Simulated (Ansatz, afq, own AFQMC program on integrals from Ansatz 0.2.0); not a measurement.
## GeH$_{2}$, singlet in cc-pVDZ, levels against full CI

```csv
atom,x (Å),y (Å),z (Å)
Ge,0.0000,-0.0303,0.0000
H,0.0000,1.0906,-1.1335
H,0.0000,1.0906,1.1335
```

Basis cc-pVDZ. Noble-gas cores (and the filled d shells of Ga–Kr and In–Xe) are frozen. Integrals, coupled cluster, full CI and functionals: Ansatz 0.2.0; the random walks run on the same integrals in our own AFQMC program. The CISD trial takes its coefficients from CCSD amplitudes. Released means that phaseless walkers are propagated on without the constraint, phases kept. Free AFQMC starts from the CCSD state and is never constrained. Its projection time is finite, and what remains of the start isn't in its error. Uncertainties: one standard error, sampling alone. No spin–orbit coupling.

Determinant: UHF, the one that the program's search chose, which needn't be the lowest solution. The geometry is a PBE0/def2-TZVP stationary point of this or a neighbouring charge and spin state.

Full CI on the same integrals is exact in this basis and with this determinant's frozen core.

Cautions: no relativity below Rb; no spin-orbit coupling; inner d shell frozen; an unrestricted solution with more broken spin lies lower (27 meV, ⟨S²⟩ 0.23), while this determinant keeps restricted orbitals.

* T1 diagnostic: 0.0129
* weight of the determinant in the CISD state: 0.917
* ⟨S²⟩ of the determinant: 0.000
* size of the correlated space: 6 electrons in 23 orbitals

Reference: full CI, correlation energy -3.066 eV. The released energy is read at 2.40 1/Eh (meV from the phaseless value at times in 1/Eh: -1.1 ± 1.0 at 0.24, -2.3 ± 1.0 at 0.51, -2.5 ± 0.9 at 0.99, -3.8 ± 1.0 at 1.62, -4.6 ± 0.9 at 2.40).

```
         level  E − E(reference) (meV)  share of correlation (%)
            HF                  3066.2                      0.00
           MP2                   788.4                     74.29
          CCSD                    70.8                     97.69
       CCSD(T)                    16.6                     99.46
         CCSDT                     2.7                     99.91
      CCSDT(Q)                     0.5                     99.98
        CCSDTQ                     0.0                    100.00
   ph-AFQMC/HF             -8.7 ± 19.5                    100.28
 ph-AFQMC/CISD               3.9 ± 1.3                     99.87
released AFQMC              -0.7 ± 0.9                    100.02
    free AFQMC               0.5 ± 0.8                     99.98
```

CCSDT and higher add their correlation energy to the determinant of the CCSD(T) run, since their own runs factorise the integrals more tightly (a shift of under 2 meV). Free projections are given only where their last times agree within the noise and don't stop above the reference; a slow remainder of the start can still hide under it. A walk keeps the symmetry of its determinant, which the program's search chose and which needn't be the lowest solution, so a lower state of the same spin and another symmetry isn't excluded. Released energies are given only where the last usable release times agree within the noise; a slower fall can still hide under it.
